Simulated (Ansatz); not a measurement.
Nudged elastic band run: C2H2OS

The input (input.yaml):

```yaml
crystal:
  periodic: [false, false, false]
  atoms:
    - { symbol: C, position_ang: [0.474123, 0.60507, 0.477455] }
    - { symbol: C, position_ang: [-0.22489, -0.29705, -0.215976] }
    - { symbol: O, position_ang: [-0.722129, -1.538189, -0.088613] }
    - { symbol: S, position_ang: [-1.049343, -0.715168, -1.702841] }
    - { symbol: H, position_ang: [0.806776, 0.367656, 1.497977] }
    - { symbol: H, position_ang: [0.715463, 1.577671, 0.032008] }
basis:
  gaussian: { orbitals: def2-SVP }
hamiltonian:
  xc: revpbe
  dispersion: d4
neb:
  order_check: false
  images: 5
  f_tol: 0.03
  max_iterations: 60
  initial_path: idpp
  spring: 0.1
  final_atoms:
    - { symbol: C, position_ang: [0.47561616, 0.5610212, 0.52656608] }
    - { symbol: C, position_ang: [-0.22653143, -0.25668131, -0.26165396] }
    - { symbol: O, position_ang: [-0.76982872, -0.29348532, -1.48899154] }
    - { symbol: S, position_ang: [-1.00712712, -1.80940541, -0.4710628] }
    - { symbol: H, position_ang: [0.76596463, 0.24092888, 1.5344999] }
    - { symbol: H, position_ang: [0.76190648, 1.55761195, 0.16065232] }
```

Command:

```bash
$ ansatz run input.yaml --threads 1 --pin off --max-ram 2048MiB --backend cpu --events-out ev --progress --plain --runs-dir out
```

Output, in part (warnings, iteration lines, the closing report on the highest movable image, with atoms numbered from 0):

```
NEB end point (image 0): max|allowed force component| = 2.725e-3 eV/Å (the criterion of neb.relax_end_points is 1.000e-2)
NEB end point (image 6): max|allowed force component| = 1.271e-2 eV/Å (the criterion of neb.relax_end_points is 1.000e-2)
NEB iter   1: max|band force component| = 2.247e0 eV/Å  barrier→ = 2.4655 eV  barrier← = 2.4655 eV  Δτ_max = 0.1448 Å  (230 SCF iters)
NEB iter   2: max|band force component| = 1.963e0 eV/Å  barrier→ = 2.1737 eV  barrier← = 2.1737 eV  Δτ_max = 0.1974 Å  (172 SCF iters)
NEB iter   3: max|band force component| = 8.781e-1 eV/Å  barrier→ = 2.0022 eV  barrier← = 2.0022 eV  Δτ_max = 0.0791 Å  (170 SCF iters)
NEB iter   4: max|band force component| = 6.481e-1 eV/Å  barrier→ = 1.9178 eV  barrier← = 1.9178 eV  Δτ_max = 0.0979 Å  (148 SCF iters)
NEB iter   5: max|band force component| = 6.600e-1 eV/Å  barrier→ = 1.8615 eV  barrier← = 1.8615 eV  Δτ_max = 0.0488 Å  (156 SCF iters)
NEB iter   6: max|band force component| = 1.695e0 eV/Å  barrier→ = 1.8323 eV  barrier← = 1.8323 eV  Δτ_max = 0.0246 Å  (158 SCF iters)
NEB iter   7: max|band force component| = 7.219e-1 eV/Å  barrier→ = 1.7975 eV  barrier← = 1.7975 eV  Δτ_max = 0.0492 Å  (158 SCF iters)
NEB iter   8: max|band force component| = 3.795e-1 eV/Å  barrier→ = 1.7517 eV  barrier← = 1.7517 eV  CI = image 3  Δτ_max = 0.0985 Å  (160 SCF iters)
NEB iter   9: max|band force component| = 4.726e-1 eV/Å  barrier→ = 1.6772 eV  barrier← = 1.6771 eV  CI = image 3  Δτ_max = 0.1959 Å  (159 SCF iters)
NEB iter  10: max|band force component| = 9.863e-1 eV/Å  barrier→ = 1.5004 eV  barrier← = 1.5003 eV  CI = image 3  Δτ_max = 0.0983 Å  (171 SCF iters)
NEB iter  11: max|band force component| = 1.008e0 eV/Å  barrier→ = 1.4315 eV  barrier← = 1.4315 eV  CI = image 2  Δτ_max = 0.1930 Å  (170 SCF iters)
NEB iter  12: max|band force component| = 1.055e0 eV/Å  barrier→ = 1.5084 eV  barrier← = 1.5084 eV  CI = image 2  Δτ_max = 0.0979 Å  (170 SCF iters)
NEB iter  13: max|band force component| = 5.050e-1 eV/Å  barrier→ = 1.4868 eV  barrier← = 1.4868 eV  CI = image 2  Δτ_max = 0.1890 Å  (161 SCF iters)
NEB iter  14: max|band force component| = 2.172e0 eV/Å  barrier→ = 1.5420 eV  barrier← = 1.5420 eV  CI = image 3  Δτ_max = 0.0975 Å  (161 SCF iters)
NEB iter  15: max|band force component| = 1.099e0 eV/Å  barrier→ = 1.4652 eV  barrier← = 1.4652 eV  CI = image 2  Δτ_max = 0.1942 Å  (162 SCF iters)
NEB iter  16: max|band force component| = 1.259e0 eV/Å  barrier→ = 1.4672 eV  barrier← = 1.4672 eV  CI = image 2  Δτ_max = 0.0981 Å  (170 SCF iters)
NEB iter  17: max|band force component| = 4.546e-1 eV/Å  barrier→ = 1.4950 eV  barrier← = 1.4950 eV  CI = image 4  Δτ_max = 0.2000 Å  (166 SCF iters)
NEB iter  18: max|band force component| = 1.180e0 eV/Å  barrier→ = 1.4780 eV  barrier← = 1.4780 eV  CI = image 4  Δτ_max = 0.0907 Å  (179 SCF iters)
NEB iter  19: max|band force component| = 3.973e-1 eV/Å  barrier→ = 1.4718 eV  barrier← = 1.4718 eV  CI = image 4  Δτ_max = 0.1829 Å  (159 SCF iters)
NEB iter  20: max|band force component| = 1.219e0 eV/Å  barrier→ = 1.5005 eV  barrier← = 1.5005 eV  CI = image 3  Δτ_max = 0.1000 Å  (159 SCF iters)
NEB iter  21: max|band force component| = 1.999e0 eV/Å  barrier→ = 1.5838 eV  barrier← = 1.5838 eV  CI = image 3  Δτ_max = 0.0998 Å  (159 SCF iters)
NEB iter  22: max|band force component| = 2.038e0 eV/Å  barrier→ = 1.7117 eV  barrier← = 1.7117 eV  CI = image 3  Δτ_max = 0.1766 Å  (171 SCF iters)
NEB iter  23: max|band force component| = 2.341e0 eV/Å  barrier→ = 1.8058 eV  barrier← = 1.8058 eV  CI = image 3  Δτ_max = 0.0894 Å  (168 SCF iters)
NEB iter  24: max|band force component| = 1.652e0 eV/Å  barrier→ = 1.4791 eV  barrier← = 1.4791 eV  CI = image 3  Δτ_max = 0.1845 Å  (167 SCF iters)
NEB iter  25: max|band force component| = 2.188e0 eV/Å  barrier→ = 1.7188 eV  barrier← = 1.7187 eV  CI = image 3  Δτ_max = 0.1593 Å  (171 SCF iters)
NEB iter  26: max|band force component| = 6.594e-1 eV/Å  barrier→ = 1.4112 eV  barrier← = 1.4112 eV  CI = image 4  Δτ_max = 0.1953 Å  (166 SCF iters)
NEB iter  27: max|band force component| = 9.898e-1 eV/Å  barrier→ = 1.4136 eV  barrier← = 1.4136 eV  CI = image 4  Δτ_max = 0.0986 Å  (166 SCF iters)
NEB iter  28: max|band force component| = 1.166e0 eV/Å  barrier→ = 1.4513 eV  barrier← = 1.4513 eV  CI = image 4  Δτ_max = 0.1015 Å  (165 SCF iters)
NEB iter  29: max|band force component| = 9.976e-1 eV/Å  barrier→ = 1.4757 eV  barrier← = 1.4757 eV  CI = image 4  Δτ_max = 0.0998 Å  (167 SCF iters)
NEB iter  30: max|band force component| = 1.229e0 eV/Å  barrier→ = 1.5696 eV  barrier← = 1.5696 eV  CI = image 4  Δτ_max = 0.1893 Å  (167 SCF iters)
NEB iter  31: max|band force component| = 1.280e0 eV/Å  barrier→ = 1.7313 eV  barrier← = 1.7312 eV  CI = image 4  Δτ_max = 0.1033 Å  (168 SCF iters)
NEB iter  32: max|band force component| = 8.236e-1 eV/Å  barrier→ = 1.6626 eV  barrier← = 1.6626 eV  CI = image 4  Δτ_max = 0.1744 Å  (173 SCF iters)
NEB iter  33: max|band force component| = 3.684e-1 eV/Å  barrier→ = 1.4959 eV  barrier← = 1.4959 eV  CI = image 4  Δτ_max = 0.2000 Å  (165 SCF iters)
NEB iter  34: max|band force component| = 1.197e0 eV/Å  barrier→ = 1.4896 eV  barrier← = 1.4895 eV  CI = image 3  Δτ_max = 0.0996 Å  (165 SCF iters)
NEB iter  35: max|band force component| = 9.780e-1 eV/Å  barrier→ = 1.4596 eV  barrier← = 1.4596 eV  CI = image 4  Δτ_max = 0.1909 Å  (163 SCF iters)
NEB iter  36: max|band force component| = 5.394e-1 eV/Å  barrier→ = 1.4586 eV  barrier← = 1.4586 eV  CI = image 4  Δτ_max = 0.1761 Å  (174 SCF iters)
NEB iter  37: max|band force component| = 7.267e-1 eV/Å  barrier→ = 1.4669 eV  barrier← = 1.4669 eV  CI = image 4  Δτ_max = 0.0928 Å  (166 SCF iters)
NEB iter  38: max|band force component| = 3.049e-1 eV/Å  barrier→ = 1.4626 eV  barrier← = 1.4626 eV  CI = image 4  Δτ_max = 0.1949 Å  (158 SCF iters)
NEB iter  39: max|band force component| = 1.690e0 eV/Å  barrier→ = 1.6074 eV  barrier← = 1.6073 eV  CI = image 3  Δτ_max = 0.0907 Å  (171 SCF iters)
NEB iter  40: max|band force component| = 1.350e0 eV/Å  barrier→ = 1.4515 eV  barrier← = 1.4515 eV  CI = image 3  Δτ_max = 0.0902 Å  (179 SCF iters)
NEB iter  41: max|band force component| = 1.149e0 eV/Å  barrier→ = 1.3659 eV  barrier← = 1.3659 eV  CI = image 2  Δτ_max = 0.1815 Å  (160 SCF iters)
NEB iter  42: max|band force component| = 8.407e-1 eV/Å  barrier→ = 1.5323 eV  barrier← = 1.5323 eV  CI = image 2  Δτ_max = 0.0909 Å  (174 SCF iters)
NEB iter  43: max|band force component| = 6.879e-1 eV/Å  barrier→ = 1.4502 eV  barrier← = 1.4502 eV  CI = image 2  Δτ_max = 0.1891 Å  (161 SCF iters)
NEB iter  44: max|band force component| = 1.464e0 eV/Å  barrier→ = 1.3888 eV  barrier← = 1.3888 eV  CI = image 4  Δτ_max = 0.0916 Å  (176 SCF iters)
NEB iter  45: max|band force component| = 1.618e0 eV/Å  barrier→ = 1.5311 eV  barrier← = 1.5310 eV  CI = image 4  Δτ_max = 0.0927 Å  (167 SCF iters)
NEB iter  46: max|band force component| = 8.838e-1 eV/Å  barrier→ = 1.6066 eV  barrier← = 1.6066 eV  CI = image 4  Δτ_max = 0.0898 Å  (167 SCF iters)
NEB iter  47: max|band force component| = 5.784e-1 eV/Å  barrier→ = 1.5481 eV  barrier← = 1.5481 eV  CI = image 4  Δτ_max = 0.1844 Å  (159 SCF iters)
NEB iter  48: max|band force component| = 2.019e0 eV/Å  barrier→ = 1.6078 eV  barrier← = 1.6077 eV  CI = image 3  Δτ_max = 0.0910 Å  (167 SCF iters)
NEB iter  49: max|band force component| = 9.529e-1 eV/Å  barrier→ = 1.4715 eV  barrier← = 1.4715 eV  CI = image 4  Δτ_max = 0.1656 Å  (160 SCF iters)
NEB iter  50: max|band force component| = 6.238e-1 eV/Å  barrier→ = 1.5472 eV  barrier← = 1.5472 eV  CI = image 4  Δτ_max = 0.0840 Å  (167 SCF iters)
NEB iter  51: max|band force component| = 5.229e-1 eV/Å  barrier→ = 1.4795 eV  barrier← = 1.4795 eV  CI = image 4  Δτ_max = 0.0798 Å  (159 SCF iters)
NEB iter  52: max|band force component| = 6.284e-1 eV/Å  barrier→ = 1.4608 eV  barrier← = 1.4608 eV  CI = image 4  Δτ_max = 0.0429 Å  (160 SCF iters)
NEB iter  53: max|band force component| = 2.835e-1 eV/Å  barrier→ = 1.4605 eV  barrier← = 1.4605 eV  CI = image 4  Δτ_max = 0.0840 Å  (158 SCF iters)
NEB iter  54: max|band force component| = 2.586e-1 eV/Å  barrier→ = 1.4604 eV  barrier← = 1.4604 eV  CI = image 4  Δτ_max = 0.0254 Å  (143 SCF iters)
NEB iter  55: max|band force component| = 8.586e-2 eV/Å  barrier→ = 1.4604 eV  barrier← = 1.4604 eV  CI = image 4  Δτ_max = 0.0048 Å  (140 SCF iters)
NEB iter  56: max|band force component| = 5.905e-2 eV/Å  barrier→ = 1.4604 eV  barrier← = 1.4604 eV  CI = image 4  Δτ_max = 0.0120 Å  (127 SCF iters)
NEB iter  57: max|band force component| = 2.321e-2 eV/Å  barrier→ = 1.4604 eV  barrier← = 1.4604 eV  CI = image 4  Δτ_max = 0.0000 Å  (327 SCF iters)
Total energy: -14975.57015401 eV, -550.3420523538 hartree
Atom 0 at     0.619658     0.589973     0.553049 Å, force     0.000407     0.000997     0.000855 eV/Å
Atom 1 at     0.026672    -0.375425    -0.112480 Å, force    -0.000323    -0.001185    -0.000885 eV/Å
Atom 2 at    -0.288671    -1.358109    -0.773724 Å, force     0.000066     0.000239     0.000222 eV/Å
Atom 3 at    -2.067467    -0.894579    -1.288108 Å, force    -0.000157     0.000044     0.000025 eV/Å
Atom 4 at     0.163156     1.001208     1.466778 Å, force    -0.000072    -0.000101    -0.000194 eV/Å
Atom 5 at     1.546652     1.036922     0.154495 Å, force     0.000080     0.000006    -0.000023 eV/Å
Dipole moment:     0.544090     0.338763     0.381321 e Å
```

It converged. The profile has 2 maxima (images 2, 4) with wells between them (image 3): this band takes more than one step, which may be the mechanism or a detour left from its start path. The order of the stationary point at the top wasn't checked.

Final band (atoms are numbered from 1 in the order of the input):

| image | path coordinate (Å) | energy (kcal/mol) | dihedral H5–C1–C2–S4 (°) |
| --- | --- | --- | --- |
| 0 | 0.00 | 0.0 | -180 |
| 1 | 0.74 | 24.7 | 139 |
| 2 | 1.48 | 31.3 | 133 |
| 3 | 2.21 | 28.0 | 95 |
| 4 | 2.93 | 33.7 | 59 |
| 5 | 3.52 | 13.5 | 43 |
| 6 | 4.10 | 0.0 | 0 |

The run took 6.9 min on 1 thread of Arm Neoverse V1, with other jobs on the host, peak memory 0.12 GiB.
